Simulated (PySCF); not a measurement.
```xyz
4
charge 0 multiplicity 1, angstrom
N     0.0000    0.0000    0.0000
H     0.9962    0.0000    0.0000
H    -0.4981    0.8627    0.0000
H    -0.4981   -0.8627    0.0000
```

These are results of PySCF, wB97X, basis N def2-TZVP, H def2-TZVP (no relativity, density fitting), not measurements.

This geometry of NH₃ is a stationary point at this level.

What is the point group?

D3h.

Is it a minimum?

No: it has 1 imaginary mode, at 790i cm⁻¹ (a2'').

List the harmonic modes with their infrared intensities.


```
symmetry  ω (cm⁻¹)  IR (km/mol, summed over degenerate members)
    a2''      790i                                            –
      e'      1580                                         84.6
     a1'      3668                                          0.0
      e'      3869                                         92.6
```

What are the dipole moment and the gap between the highest occupied and lowest empty levels?

0.00 D and 12.72 eV.

Give the atomic charges and bond orders.


| atom | Mulliken | Löwdin | polar tensor | Mayer order to N1 |
| --- | --- | --- | --- | --- |
| N1 | -0.73 | -0.38 | -0.68 | – |
| H2,3,4 | 0.24 | 0.13 | 0.23 | 0.94 |

In D3h the vibrations span a2'' + 2e' + a1'. The a1' mode carries no infrared intensity, as symmetry demands.

Only a few start shapes were tried, so a lower isomer may exist. At this level a singlet minimum of C3v symmetry lies 18 kJ/mol below this structure.
